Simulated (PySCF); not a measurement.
## SH and its ions

UHF-SCS-MP2; basis H aug-cc-pVDZ, S aug-cc-pV(D+d)Z; no relativity; PySCF 2.14. Neutral (UHF): doublet (π ↑), Re = 1.350 Å, ωe = 2739 cm⁻¹, De = 3.49 eV.

SH⁻ (RHF): singlet (closed shell), Re = 1.353 Å, ωe = 2683 cm⁻¹. The energies at the minima are -398.21702 hartree for SH and -398.29508 for SH⁻.

(1) Work out the adiabatic electron affinity, without and with harmonic zero-point energies (1 hartree = 27.2114 eV, 1 eV = 8065.5 cm⁻¹), and the change of the bond length.

Correlated steps freeze 5 core orbitals. Correlated levels converge slowly with the basis: in double zeta they bind strong bonds too weakly, by up to about 1 eV, and carry superposition errors of some tenths. States were picked by a PBE0 search and need not be the measured ground states.

Neutral and ion stand on different kinds of reference determinant, which adds to the error of the difference.

Answers

(1) At SCS-MP2: 0.07806 hartree = 2.124 eV between the minima; the zero-point term (2739.0 − 2683.0)/2 cm⁻¹ = +0.003 eV makes it 2.128 eV. Re changes by +0.3 pm against the neutral. The electron enters a π orbital, which is non-bonding in a hydride.
